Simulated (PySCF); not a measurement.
Breaking a bond: HCl, singlet.

Computed with: UHF/6-31G (PySCF); RHF/6-31G (PySCF); UKS-M06-2X = PySCF with unrestricted M06-2X/6-31G; RKS-M06-2X = PySCF 2.14.0 with restricted M06-2X/6-31G; UKS-PBE = unrestricted PBE/6-31G in PySCF; RKS-PBE = restricted PBE/6-31G run with PySCF; UKS-BHandHLYP = unrestricted BHandHLYP/6-31G run with PySCF 2.14.0; RKS-BHandHLYP = PySCF 2.14.0 with restricted BHandHLYP/6-31G; UKS-B3LYP/6-31G* = unrestricted B3LYP/6-31G*, spherical d (PySCF); RKS-B3LYP/6-31G* = restricted B3LYP/6-31G*, spherical d (PySCF); UKS-BP86/6-31G* = unrestricted BP86/6-31G*, spherical d run with PySCF; RKS-BP86/6-31G* = restricted BP86/6-31G*, spherical d run with PySCF.

Scanned distances (Å): 0.96, 1.03, 1.10, 1.16, 1.19, 1.23, 1.28, 1.32, 1.37, 1.42, 1.49, 1.58, 1.72, 1.90, 2.12, 2.30, 2.59, 2.84, 3.10, 3.46, 3.79, 4.50, 5.14.

Question: Where does the unrestricted solution first break spin symmetry (<S²> of 0.01 or more)?

Answer: UHF: between 1.58 and 1.72 Å; UKS-M06-2X: between 1.90 and 2.12 Å; UKS-PBE: between 2.12 and 2.30 Å; UKS-BHandHLYP: between 1.72 and 1.90 Å; UKS-B3LYP/6-31G*: between 1.90 and 2.12 Å; UKS-BP86/6-31G*: between 2.12 and 2.30 Å.

| R / Å | <S²> UHF | E(RHF) − E(UHF) / kcal/mol | <S²> UKS-M06-2X | E(RKS-M06-2X) − E(UKS-M06-2X) / kcal/mol | <S²> UKS-PBE | E(RKS-PBE) − E(UKS-PBE) / kcal/mol | <S²> UKS-BHandHLYP | E(RKS-BHandHLYP) − E(UKS-BHandHLYP) / kcal/mol | <S²> UKS-B3LYP/6-31G* | E(RKS-B3LYP/6-31G*) − E(UKS-B3LYP/6-31G*) / kcal/mol | <S²> UKS-BP86/6-31G* | E(RKS-BP86/6-31G*) − E(UKS-BP86/6-31G*) / kcal/mol |
|---|---|---|---|---|---|---|---|---|---|---|---|---|
| 0.96 | 0.00 | 0.0 | 0.00 | 0.0 | 0.00 | 0.0 | 0.00 | 0.0 | 0.00 | 0.0 | 0.00 | 0.0 |
| 1.03 | 0.00 | 0.0 | 0.00 | 0.0 | 0.00 | 0.0 | 0.00 | 0.0 | 0.00 | 0.0 | 0.00 | 0.0 |
| 1.10 | 0.00 | 0.0 | 0.00 | 0.0 | 0.00 | 0.0 | 0.00 | 0.0 | 0.00 | 0.0 | 0.00 | 0.0 |
| 1.16 | 0.00 | 0.0 | 0.00 | 0.0 | 0.00 | 0.0 | 0.00 | 0.0 | 0.00 | 0.0 | 0.00 | 0.0 |
| 1.19 | 0.00 | 0.0 | 0.00 | 0.0 | 0.00 | 0.0 | 0.00 | 0.0 | 0.00 | 0.0 | 0.00 | 0.0 |
| 1.23 | 0.00 | 0.0 | 0.00 | 0.0 | 0.00 | 0.0 | 0.00 | 0.0 | 0.00 | 0.0 | 0.00 | 0.0 |
| 1.28 | 0.00 | 0.0 | 0.00 | 0.0 | 0.00 | 0.0 | 0.00 | 0.0 | 0.00 | 0.0 | 0.00 | 0.0 |
| 1.32 | 0.00 | 0.0 | 0.00 | 0.0 | 0.00 | 0.0 | 0.00 | 0.0 | 0.00 | 0.0 | 0.00 | 0.0 |
| 1.37 | 0.00 | 0.0 | 0.00 | 0.0 | 0.00 | 0.0 | 0.00 | 0.0 | 0.00 | 0.0 | 0.00 | 0.0 |
| 1.42 | 0.00 | 0.0 | 0.00 | 0.0 | 0.00 | 0.0 | 0.00 | 0.0 | 0.00 | 0.0 | 0.00 | 0.0 |
| 1.49 | 0.00 | 0.0 | 0.00 | 0.0 | 0.00 | 0.0 | 0.00 | 0.0 | 0.00 | 0.0 | 0.00 | 0.0 |
| 1.58 | 0.00 | 0.0 | 0.00 | 0.0 | 0.00 | 0.0 | 0.00 | 0.0 | 0.00 | 0.0 | 0.00 | 0.0 |
| 1.72 | 0.07 | 0.1 | 0.00 | 0.0 | 0.00 | 0.0 | 0.00 | 0.0 | 0.00 | 0.0 | 0.00 | 0.0 |
| 1.90 | 0.47 | 6.7 | 0.00 | 0.0 | 0.00 | 0.0 | 0.03 | 0.0 | 0.00 | 0.0 | 0.00 | 0.0 |
| 2.12 | 0.73 | 21.6 | 0.19 | 0.5 | 0.00 | 0.0 | 0.40 | 4.2 | 0.15 | 0.5 | 0.00 | 0.0 |
| 2.30 | 0.84 | 35.4 | 0.54 | 5.3 | 0.26 | 0.7 | 0.62 | 11.2 | 0.43 | 3.8 | 0.15 | 0.3 |
| 2.59 | 0.94 | 56.7 | 0.81 | 18.2 | 0.64 | 6.8 | 0.83 | 24.5 | 0.71 | 12.5 | 0.58 | 5.0 |
| 2.84 | 0.97 | 72.8 | 0.90 | 29.1 | 0.78 | 13.0 | 0.91 | 35.4 | 0.84 | 20.2 | 0.74 | 10.5 |
| 3.10 | 0.99 | 86.9 | 0.95 | 38.8 | 0.85 | — | 0.96 | 45.3 | 0.91 | 27.3 | 0.83 | — |
| 3.46 | 1.00 | 102.2 | 0.99 | 49.5 | 0.91 | — | 0.99 | 56.1 | 0.96 | 34.9 | 0.90 | — |
| 3.79 | 1.00 | 112.7 | 1.00 | 56.7 | 0.93 | — | 1.00 | 63.3 | 0.98 | 39.9 | 0.93 | — |
| 4.50 | 1.00 | 127.1 | 1.00 | 66.2 | 0.96 | — | 1.00 | 72.7 | 1.00 | 46.1 | 0.96 | — |
| 5.14 | 1.00 | 134.4 | 1.00 | 70.8 | 0.97 | — | 1.00 | 77.1 | 1.00 | 48.7 | 0.97 | — |

A dash means that the run gave no value there, or that the column was ended at a point which the program doubted or which failed a test of continuity chosen for this set; such a test can also cut sound points.
